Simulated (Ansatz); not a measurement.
**BLYP/cc-pVDZ run of C3H6FN (SMILES [H]/N=C(/C)CF)**

Aim: the vertical ionisation energy of C3H6FN at BLYP/cc-pVDZ, from 2 runs. 

Program for the calculation: Ansatz 0.2.0.

37 further runs of the same task are left out: 37 set aside as unsound or not needed. Runs told in other sessions of the task aren't counted.

## (1) The molecule

The species is C3H6FN (11 atoms), meant as a singlet with charge 0. As SMILES, `[H]/N=C(/C)CF`. The shape is that of a PBE0-D4/def2-TZVP optimisation. This is one conformer, not always the lowest.

Bond lengths: C1–C2 1.495 Å, C2–N3 1.263 Å, C2–C4 1.506 Å, C4–F5 1.374 Å, C1–H6 1.088 Å, C1–H7 1.094 Å, C1–H8 1.094 Å, N3–H9 1.021 Å, C4–H10 1.096 Å, C4–H11 1.096 Å. Some angles: C1–C2–N3 121.1°, C1–C2–C4 114.9°, N3–C2–C4 124.0°, C2–C4–F5 111.5°, C2–C1–H6 109.5°, C2–C1–H7 110.9°, C2–C1–H8 110.9°, C2–N3–H9 110.1°, C2–C4–H10 110.1°, C2–C4–H11 110.1°.

## (2) A single-point energy at BLYP/cc-pVDZ

The input, in.yaml:

```yaml
crystal:
  periodic: [false, false, false]
  atoms:
    - symbol: C
      position_ang: [-0.851800, -0.106700, 1.125200]
    - symbol: C
      position_ang: [0.034900, 0.427900, 0.047300]
    - symbol: N
      position_ang: [0.281100, 1.663300, -0.042300]
    - symbol: C
      position_ang: [0.588800, -0.610700, -0.891500]
    - symbol: F
      position_ang: [1.391000, -0.044000, -1.852300]
    - symbol: H
      position_ang: [-1.197600, 0.713600, 1.751300]
    - symbol: H
      position_ang: [-0.318300, -0.833200, 1.745700]
    - symbol: H
      position_ang: [-1.717000, -0.623300, 0.698700]
    - symbol: H
      position_ang: [0.901000, 1.841000, -0.834400]
    - symbol: H
      position_ang: [-0.229100, -1.140600, -1.392700]
    - symbol: H
      position_ang: [1.182500, -1.344300, -0.334400]
basis:
  gaussian:
    orbitals: cc-pVDZ
accuracy: high
hamiltonian:
  xc: {name: BLYP}
output:
  orbitals: {seedname: orbitals}
```

Run with:

```sh
ansatz run in.yaml --threads 1 --pin off --max-ram 2610MiB --events-out events.jsonl --progress --plain --runs-dir runs
```

What it wrote:

```text
Warning: RAYON_NUM_THREADS=1 ignored (pool sized by the plan → 1); use --threads N
Functional definition: BLYP
  name "BLYP"
  parameter beta = 0.0042
  parameter a = 0.04918
  parameter b = 0.132
  parameter c = 0.2533
  parameter d = 0.349
  exchange = b88_x(beta = beta)
  correlation = lyp_c(a = a, b = b, c = c, d = d)
2422 factors; integrals over basis functions are off by at most 3.3e-9 eV
mean field evaluation 1: about -7402.5285 eV, gradient 6.6e1 eV
mean field evaluation 2: about -7385.9261 eV, gradient 1.0e2 eV
mean field evaluation 4: about -7412.7024 eV, gradient 7.6e0 eV
mean field evaluation 8: about -7412.8282 eV, gradient 8.7e-1 eV
mean field evaluation 16: about -7412.8296 eV, gradient 1.6e-4 eV
mean field -7412.82962785 eV, -272.4164642272 hartree, gradient 4.7e-8 eV, S^2 0.000000; 0 other end points of the search recorded, 0 dependent functions left out
reference -7412.82968305 eV, -272.4164662558 hartree; 20, 20 occupied and 80, 80 virtual orbitals, 2422 factors
Total energy: -7412.82968305 eV, -272.4164662558 hartree
```

It took 9.3 s on 1 thread of Arm Neoverse V2, shared host; peak memory 0.29 GiB.

## (3) The doublet cation

The input, input.yaml:

```yaml
crystal:
  periodic: [false, false, false]
  atoms:
    - {symbol: C, position_ang: [-0.851800, -0.106700, 1.125200]}
    - {symbol: C, position_ang: [0.034900, 0.427900, 0.047300]}
    - {symbol: N, position_ang: [0.281100, 1.663300, -0.042300]}
    - {symbol: C, position_ang: [0.588800, -0.610700, -0.891500]}
    - {symbol: F, position_ang: [1.391000, -0.044000, -1.852300]}
    - {symbol: H, position_ang: [-1.197600, 0.713600, 1.751300]}
    - {symbol: H, position_ang: [-0.318300, -0.833200, 1.745700]}
    - {symbol: H, position_ang: [-1.717000, -0.623300, 0.698700]}
    - {symbol: H, position_ang: [0.901000, 1.841000, -0.834400]}
    - {symbol: H, position_ang: [-0.229100, -1.140600, -1.392700]}
    - {symbol: H, position_ang: [1.182500, -1.344300, -0.334400]}
basis:
  gaussian: {orbitals: cc-pVDZ}
total_charge: 1
magnetization: {spin_polarized: true, initial_magnetization: 1}
hamiltonian: {xc: {name: BLYP}}
accuracy: high
output: {orbitals: {seedname: orbitals}}
```

Run with:

```sh
ansatz run input.yaml --threads 1 --pin off --max-ram 2610MiB --events-out events.jsonl --progress --plain --runs-dir runs
```

What it wrote, shortened:

```text
Warning: RAYON_NUM_THREADS=1 ignored (pool sized by the plan → 1); use --threads N
[... 9 set-up lines as earlier in the session ...]
2420 factors; integrals over basis functions are off by at most 3.3e-9 eV
mean field evaluation 1: about -7391.1586 eV, gradient 5.2e1 eV
mean field evaluation 2: about -7377.1014 eV, gradient 7.6e1 eV
mean field evaluation 4: about -7403.0283 eV, gradient 9.3e0 eV
mean field evaluation 8: about -7403.3640 eV, gradient 4.3e-1 eV
mean field evaluation 16: about -7403.3650 eV, gradient 1.6e-4 eV
mean field evaluation 32: about -7403.2226 eV, gradient 1.8e0 eV
mean field -7403.36497020 eV, -272.0686444738 hartree, gradient 4.7e-8 eV, S^2 0.753911; 5 other end points of the search recorded, 0 dependent functions left out
reference -7403.36501911 eV, -272.0686462712 hartree; 20, 19 occupied and 80, 81 virtual orbitals, 2420 factors
Total energy: -7403.36501911 eV, -272.0686462712 hartree
```

Run time: 18 s. Hardware: 1 thread of Arm Neoverse V2, shared host; peak memory 0.37 GiB.

## (4) Results

Level: BLYP/cc-pVDZ.

| quantity | value |
| --- | --- |
| singlet C3H6FN: total energy | -272.41647 Eh |
| singlet C3H6FN: HOMO energy | -5.68 eV |
| singlet C3H6FN: LUMO energy | -0.67 eV |
| singlet C3H6FN: HOMO–LUMO gap | 5.02 eV |
| doublet cation: total energy | -272.06865 Eh |
| doublet cation: HOMO energy (highest over α and β) | -13.84 eV |
| doublet cation: LUMO energy (lowest over α and β) | -13.10 eV |
| doublet cation: ⟨S²⟩ | 0.754 |
| vertical ionisation energy (to the doublet cation) | 9.465 eV |

The vertical ionisation energy comes to 9.46 eV (913 kJ/mol). The negative HOMO energy of the first species, 5.68 eV, lies 3.78 eV below that difference.
